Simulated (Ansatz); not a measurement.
## TiAl$_{5}$: can entropy hold this alloy together?

These are results of DFT PBE, scalar-relativistic, plane waves, PAW (Ansatz 0.2.0), not measurements.

Plane waves to 420 eV, a k mesh through Γ of 7×7×5 on the computed 12-atom cell and Gaussian smearing (0.10 eV); no spin polarisation.

Cells of 12 atoms on a fcc lattice, 10 Al, 2 Ti, each occupation relaxed without symmetry on a coarser mesh and computed once more. α is the first-shell Warren–Cowley parameter of unlike pairs (negative: unlike neighbours in excess, 0: random). ΔH counts from the elements in their standard crystals. 1 further occupation drawn came out the same as one of these and is left out.

| cell | α | ΔH (meV/atom) | V (Å³/atom) | rms shift from sites (Å) |
| --- | --- | --- | --- | --- |
| 1 | 0.00 | -162 | 16.44 | 0.06 |
| 2 | -0.20 | -222 | 16.07 | 0.01 |

Problem. Weigh the mixing energy against the ideal entropy.

Solution. Ideal mixing gives S = −k_B Σ x ln x = 0.451 k_B per atom (3.7 J/(mol K)), worth 39 meV/atom at 1000 K. The cell nearest to random, 1, has ΔH = -162 meV/atom. It is already below the pure elements, so the rivals are ordered compounds, not the elements: strong attraction usually means ordering on cooling. ΔH includes the cost of putting the elements on this lattice where they prefer another, and what the coarser relaxation leaves, which can only raise it; vibrational entropy is left out.

Problem. Does the alloy prefer like or unlike neighbours?

Solution. Across α from -0.20 to 0.00 the energy spans 60 meV/atom, a slope of 302 meV/atom per unit of α. Lower α is lower in energy: unlike neighbours are favoured, a tendency to order, which fits the negative ΔH. With 2 cells this is a hint: farther shells and local relaxation also differ between them.

The final mesh leaves forces up to 0.09 eV/Å and stresses up to 0.7 GPa.

Cost: 5 runs of about 8.2 core-minutes in all (earlier runs that led there not counted), on Intel Xeon Platinum 8259CL (Skylake/Cascade Lake) (shared hosts).